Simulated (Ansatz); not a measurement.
# HN2Si: the cost of one run

Method: def2-QZVPP, all electrons in the functionals; program: Ansatz 0.2.0, Gaussian basis.

To be run: PBE, BLYP, r2SCAN, B97M-V, PBE0, B3LYP, at charge 0, quartet; charge 0, doublet; charge 0, sextet; charge 1, triplet; charge 1, quintet.

3 further runs of the same task are left out: 1 that didn't finish, 2 set aside as unsound or not needed. Runs told in other sessions of the task aren't counted.

### 1 The geometry

The geometry is a PBE0/def2-TZVP stationary point (not a proven minimum).

4 atoms, charge 0, spin multiplicity 4.

Atoms are counted from 1 here; the program's logs count them from 0.

Bond lengths: N1–Si2 1.595 Å, N1–H4 1.005 Å, Si2–N3 1.809 Å. Angles: Si2–N1–H4 144.7°, N1–Si2–N3 105.3°.

No dispersion term is added; B97M-V holds VV10 nonlocal correlation. B3LYP takes the VWN-RPA correlation.

The geometry shown and the zero of energy belong to the point charge 0, quartet. The yardstick, UCCSD(T), and other wave-function levels (R restricted, U unrestricted, valence and pair active spaces) come from earlier runs.

### 2 PBE, charge 0, quartet

The input, in.yaml:

```yaml
crystal:
  periodic: [false, false, false]
  atoms:
    - {symbol: N, position_ang: [0.000000, -0.484969, 1.254083]}
    - {symbol: Si, position_ang: [0.000000, 0.524235, 0.018749]}
    - {symbol: N, position_ang: [0.000000, -0.526367, -1.454098]}
    - {symbol: H, position_ang: [0.000000, -0.553520, 2.257049]}
basis:
  gaussian: {orbitals: "def2-QZVPP.json"}
magnetization: {spin_polarized: true, initial_magnetization: 3}
hamiltonian: {xc: {name: PBE}}
output: {orbitals: {seedname: orbitals}}
```

The run is started by

```sh
> ansatz run in.yaml --threads 1 --pin off --events-out ev --progress --plain --max-ram 2393MiB
```

**Question.** How long does this run take on 1 thread of Arm Neoverse V1, shared host?

About 5.5 s.
